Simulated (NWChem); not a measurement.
System: allene (C3H4); SMILES C=C=C

Input file for NWChem:

```
start job
memory heap 200 mb stack 900 mb global 1100 mb
geometry units angstroms noautoz
  C      0.000000     0.000000     1.316492
  C      0.000000     0.000000     0.000000
  C      0.000000     0.000000    -1.316492
  H     -0.666259     0.666259     1.890869
  H      0.666259    -0.666259     1.890869
  H     -0.666259    -0.666259    -1.890869
  H      0.666259     0.666259    -1.890869
end
basis spherical
  C library 6-311g**
  H library 6-311g**
end
dft
  xc xtpss03 ctpss03
  iterations 150
  mulliken
end
task dft energy
```

Excerpt of the output:

```
             Northwest Computational Chemistry Package (NWChem) 7.3.0
             --------------------------------------------------------

 D2D symmetry detected

                             Geometry "geometry" -> ""
                             -------------------------

 Output coordinates in angstroms (scale by  1.889725989 to convert to a.u.)

  No.       Tag          Charge          X              Y              Z
 ---- ---------------- ---------- -------------- -------------- --------------
    1 C                    6.0000     0.00000000     0.00000000     1.31649200
    2 C                    6.0000     0.00000000     0.00000000     0.00000000
    3 C                    6.0000     0.00000000     0.00000000    -1.31649200
    4 H                    1.0000    -0.66625900     0.66625900     1.89086900
    5 H                    1.0000     0.66625900    -0.66625900     1.89086900
    6 H                    1.0000    -0.66625900    -0.66625900    -1.89086900
    7 H                    1.0000     0.66625900     0.66625900    -1.89086900

 Effective nuclear repulsion energy (a.u.)      58.5857781409

      Symmetry information
      --------------------

 Group name             D2d
 Group number             32
 Group order               8
 No. of unique centers     3

                                 NWChem DFT Module
                                 -----------------

 Summary of "ao basis" -> "ao basis" (spherical)
 ------------------------------------------------------------------------------
       Tag                 Description            Shells   Functions and Types
 ---------------- ------------------------------  ------  ---------------------
 C                          6-311g**                 8       18   4s3p1d
 H                          6-311g**                 4        6   3s1p

      Symmetry analysis of basis
      --------------------------

        a1         19
        a2          2
        b1          3
        b2         18
        e          36

            General Information
            -------------------
          SCF calculation type: DFT
          Wavefunction type:  closed shell.
          No. of atoms     :     7
          No. of electrons :    22
           Alpha electrons :    11
            Beta electrons :    11
          Charge           :     0
          Spin multiplicity:     1
          Use of symmetry is: on ; symmetry adaption is: on
          Maximum number of iterations: 150
          AO basis - number of functions:    78
                     number of shells:    40
          Convergence on energy requested:  1.00D-06
          Convergence on density requested:  1.00D-05
          Convergence on gradient requested:  5.00D-04

              XC Information
              --------------
                  TPSS metaGGA Exchange Functional  1.000
             TPSS03 metaGGA Correlation Functional  1.000

             Grid Information
             ----------------
          Grid used for XC integration:  medium
          Radial quadrature: Mura-Knowles
          Angular quadrature: Lebedev.
          Tag              B.-S. Rad. Rad. Pts. Rad. Cut. Ang. Pts.
          ---              ---------- --------- --------- ---------
          C                   0.70       49          10.0       434
          H                   0.35       45          11.0       434
          Grid pruning is: on
          Number of quadrature shells:   143
          Spatial weights used:  Erf1

      Superposition of Atomic Density Guess
      -------------------------------------

 Sum of atomic energies:        -115.00489564

      Non-variational initial energy
      ------------------------------

 Total energy =    -116.637914
 1-e energy   =    -268.468370
 2-e energy   =      93.244678
 HOMO         =      -0.306892
 LUMO         =       0.018853

      Symmetry analysis of molecular orbitals - initial
      -------------------------------------------------

  Numbering of irreducible representations:

     1 a1          2 a2          3 b1          4 b2          5 e

  Orbital symmetries:

     1 a1          2 b2          3 a1          4 a1          5 b2
     6 a1          7 e           8 e           9 b2         10 e
    11 e          12 e          13 e          14 a1         15 b2
    16 e          17 e          18 a1         19 b2         20 a1
    21 a1

     ---------------------------------------------
      Total Density - Mulliken Population Analysis
     ---------------------------------------------

    Atom       Charge   Shell Charges
 -----------   ------   -------------------------------------------------------
    1 C    6     6.41   1.10  0.89  0.59  0.81  1.51  0.48  0.99  0.04
    2 C    6     5.96   1.10  0.89  0.54  0.85  1.29  0.46  0.77  0.06
    3 C    6     6.41   1.10  0.89  0.59  0.81  1.51  0.48  0.99  0.04
    4 H    1     0.80   0.23  0.44  0.12  0.02
    5 H    1     0.80   0.23  0.44  0.12  0.02
    6 H    1     0.80   0.23  0.44  0.12  0.02
    7 H    1     0.80   0.23  0.44  0.12  0.02

   convergence    iter        energy       DeltaE   RMS-Dens  Diis-err
 ---------------- ----- ----------------- --------- --------- ---------
 d= 0,ls=0.0,diis     1   -116.6805790028 -1.75D+02  4.75D-03  2.91D-01
 d= 0,ls=0.0,diis     2   -116.7072153564 -2.66D-02  2.04D-03  1.57D-02
 d= 0,ls=0.0,diis     3   -116.7055352921  1.68D-03  1.24D-03  2.90D-02
 d= 0,ls=0.0,diis     4   -116.7089984870 -3.46D-03  3.90D-04  1.81D-03
 d= 0,ls=0.0,diis     5   -116.7092486365 -2.50D-04  8.79D-06  1.05D-06
 d= 0,ls=0.0,diis     6   -116.7092487502 -1.14D-07  2.65D-06  4.75D-08

         Total DFT energy =     -116.709248750244
      One electron energy =     -271.367103771365
           Coulomb energy =      113.777101968768
    Exchange-Corr. energy =      -17.705025088541
 Nuclear repulsion energy =       58.585778140895

 Numeric. integr. density =       22.000000667929

[...]
```

Level: TPSS/6-311G** (spherical d). All runs use the structure optimised with PBE-D3(BJ)/def2-SVP.
